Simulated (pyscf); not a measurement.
H₂P–PH–PH₂ → HP=PH + PH₃ (elimination; singlet surface; P–P, H–P broken, H–P formed). Single points on ωB97X-D3(BJ)/def2-SVP structures (PySCF, gas phase). MP2 and CC: frozen core, UHF for open shells. ΔMP2 is the change of the MP2 total energy from the triple- to the quadruple-zeta basis. Energies in kcal/mol from the reactant's lowest minimum found.

```json
[
 {"level": "r²SCAN/def2-TZVP", "barrier": "66.6", "reaction energy": "+26.1"},
 {"level": "M06-2X/def2-TZVP", "barrier": "72.5", "reaction energy": "+24.8"},
 {"level": "HF/def2-TZVP", "barrier": "?", "reaction energy": "+20.7"},
 {"level": "MP2/def2-QZVPP", "barrier": "65.9", "reaction energy": "+24.7"},
 {"level": "CCSD/def2-TZVPP", "barrier": "73.4", "reaction energy": "+21.7"},
 {"level": "CCSD(T)/def2-TZVPP", "barrier": "66.6", "reaction energy": "+21.4"},
 {"level": "CCSD(T)/def2-TZVPP + ΔMP2(QZVPP)", "barrier": "?", "reaction energy": "?"}
]
```

Some entries are withheld; supply them.


- HF/def2-TZVP, barrier: 94.5
- CCSD(T)/def2-TZVPP + ΔMP2(QZVPP), barrier: 66.4
- CCSD(T)/def2-TZVPP + ΔMP2(QZVPP), reaction energy: +22.1

The same reactants have a lower exit, to PH₂• + •HP–PH₂ (no saddle counted: cutting one bond costs +59.0 kcal/mol at ωB97M-D3(BJ)/def2-TZVP, against +73.6 kcal/mol here). One saddle was located; it need not be the lowest between these sides. A restricted solution here is unstable towards spin polarisation, so biradical character is likely and single-reference numbers are less safe. The CCSD(T) − MP2 part came from Ansatz, without density fitting, on the same reference.
